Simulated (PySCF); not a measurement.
Task: Write Cartesian coordinates for InChI=1S/C6H12/c1-2-4-6-5-3-1/h1-6H2 as optimised with GFN2-xTB.

Result: 
```
atom  x, y, z in Å
C1     1.3236   -0.6112   -0.1589
C2     1.1680    0.8349    0.3023
C3    -0.1139    1.4393   -0.2634
C4    -1.3250    0.6122    0.1576
C5    -1.1690   -0.8342   -0.3025
C6     0.1131   -1.4389    0.2624
H7     1.4161   -0.6350   -1.2475
H8     2.2345   -1.0405    0.2641
H9     2.0299    1.4236   -0.0196
H10    1.1315    0.8644    1.3941
H11   -0.2274    2.4684    0.0846
H12   -0.0521    1.4606   -1.3541
H13   -2.2357    1.0411   -0.2662
H14   -1.4190    0.6374    1.2458
H15   -2.0314   -1.4231    0.0177
H16   -1.1310   -0.8636   -1.3941
H17    0.2262   -2.4675   -0.0875
H18    0.0530   -1.4616    1.3532
```

Any rigid rotation of these coordinates is as good. Atoms count from 1 in this order. All internal angles of the 6-membered ring C1–C2–C3–C4–C5–C6 are 110.5°; it is puckered, 0.24 Å rms from its mean plane, widest ring torsion 58°. All 6 C–C bonds measure 1.526 Å.

Bonds between heavy atoms (Å): C1–C2 1.526, C2–C3 1.526, C3–C4 1.526, C4–C5 1.526, C5–C6 1.526, C1–C6 1.526.

Computed geometry: GFN2-xTB, gas phase.

Point group: D3d (every atom within 0.08 Å of its image). Stationary, but not proved a minimum. One conformer, not necessarily the lowest (C6–C1–C2–C3 -58°, C1–C2–C3–C4 58°, C2–C3–C4–C5 -57°, C3–C4–C5–C6 57°).
